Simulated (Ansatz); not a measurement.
Basis sets compared for P2S2⁻ (the lowest doublet isomer of a short search). The state is a doublet with charge -1. Geometry PBE0-D4/def2-TZVPD. Ansatz on 4 threads of AMD EPYC 7R43 on a shared host; times are rough, and most runs start from earlier orbitals.

```xyz
4

P     0.755   -0.417   -1.358
P    -0.326   -0.649    0.560
S    -1.024    0.618   -1.153
S     0.596    0.447    1.951
```

B3LYP takes the VWN-RPA correlation. At HF/STO-3G the highest occupied level of the charge -1 doublet lies above zero (up to 2.64 eV). In Hartree–Fock with STO-3G the lack of diffuse functions raises the level. The structure comes from a short search, and lower isomers may exist.

```json
{"level": "HF/STO-3G", "functions": "36", "energy (Eh)": "-1460.0130", "HOMO (eV)": "2.64", "LUMO (eV)": "12.50", "wall time": "0.2 s"}
{"level": "HF/6-31G", "functions": "52", "energy (Eh)": "-1476.3677", "HOMO (eV)": "-3.60", "LUMO (eV)": "4.95", "wall time": "0.3 s"}
{"level": "PBE-D4/def2-SVPD", "functions": "102", "energy (Eh)": "-1478.1089", "HOMO (eV)": "-0.12", "LUMO (eV)": "0.90", "wall time": "1.1 s"}
{"level": "B3LYP-D4/6-31G", "functions": "52", "energy (Eh)": "-1479.0519", "HOMO (eV)": "-0.96", "LUMO (eV)": "1.38", "wall time": "0.65 s"}
{"level": "PBE0-D4/def2-SVPD", "functions": "102", "energy (Eh)": "-1478.2190", "HOMO (eV)": "-1.24", "LUMO (eV)": "1.72", "wall time": "1.5 s"}
```

(1) Estimate the rows for PBE-D4/def2-TZVPD, B3LYP-D4/def2-TZVPD, PBE0-D4/def2-TZVPD.

## Answers

(1) 
| level | functions | energy (Eh) | HOMO (eV) | LUMO (eV) | wall time |
| --- | --- | --- | --- | --- | --- |
| PBE-D4/def2-TZVPD | 178 | -1478.6163 | -0.15 | 0.86 | 2.1 s |
| B3LYP-D4/def2-TZVPD | 178 | -1479.3232 | -0.99 | 1.43 | 3.6 s |
| PBE0-D4/def2-TZVPD | 178 | -1478.7227 | -1.25 | 1.70 | 3.6 s |
